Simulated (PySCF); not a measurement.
N2H4.
Geometry (PBE0-D3(BJ)/def2-SVP, Å), atoms numbered from 1 in this order:
```xyz
6
N2H4 angstrom
N      0.552   -0.436    0.209
N     -0.539    0.444    0.216
H      0.233   -1.363    0.479
H      1.002   -0.520   -0.704
H     -0.209    1.379    0.440
H     -1.027    0.496   -0.679
```

Linear response at PBE0/def2-SVPD (PySCF, frozen core in the response, non-relativistic). Geometry: PBE0-D3(BJ)/def2-SVP, one conformer, isolated molecule.

Static isotropic polarisability: 21.65 au (3.21 Å³), principal values 20.0, 20.2, 24.7 au.

**Question.** What is the polarisability at 1064 nm and at the sodium D line?

**Answer.** 21.80 au at 1064 nm (+0.7 %), 22.16 au at 589.3 nm (+2.4 %). The rise at 589.3 nm is 3.37 times that at 1064 nm; a pure ω² law gives 3.26. The lowest singlet lies at 189 nm, shorter than both wavelengths.

**Question.** What is the isotropic C6 coefficient between two such molecules, C6 = (3/π)∫α(iω)² dω?

**Answer.** 217.9 au (Eh·bohr⁶) by a ten-point quadrature over imaginary frequencies, which is 130 eV·Å⁶ or 12.6 J·nm⁶/mol.

**Question.** Which effective excitation energy ω̄ makes London's formula C6 = (3/4)α²ω̄ exact here?

**Answer.** ω̄ = 4·C6/(3α²) = 0.620 Eh = 16.9 eV. A one-pole form α(ω) = α/(1 − ω²/ω̄²) fitted to the 1064 nm value gives 14.0 eV.

**Question.** What does −C6/R⁶ come to at R = 6 Å between centres?

**Answer.** -270 J/mol. This is the leading, orientation-averaged term; C8 and higher terms are left out.

**Question.** The lowest 6 singlets have (eV, f): 6.56, 0.009; 6.61, 0.015; 7.54, 0.038; 7.57, 0.035; 8.36, 0.000; 8.45, 0.016. What share of the static polarisability do they carry in the sum over states α = Σ f/ω²?

**Answer.** 1.54 au, 7.1 % of α; the largest term, 0.50 au, is that of the state at 7.54 eV. Their oscillator strengths add up to 0.11. Higher states carry the rest.

**Question.** How anisotropic is the static polarisability, by Δα² = ½[(α1 − α2)² + (α2 − α3)² + (α3 − α1)²]?

**Answer.** Δα = 4.6 au, or 0.21 of the isotropic value.
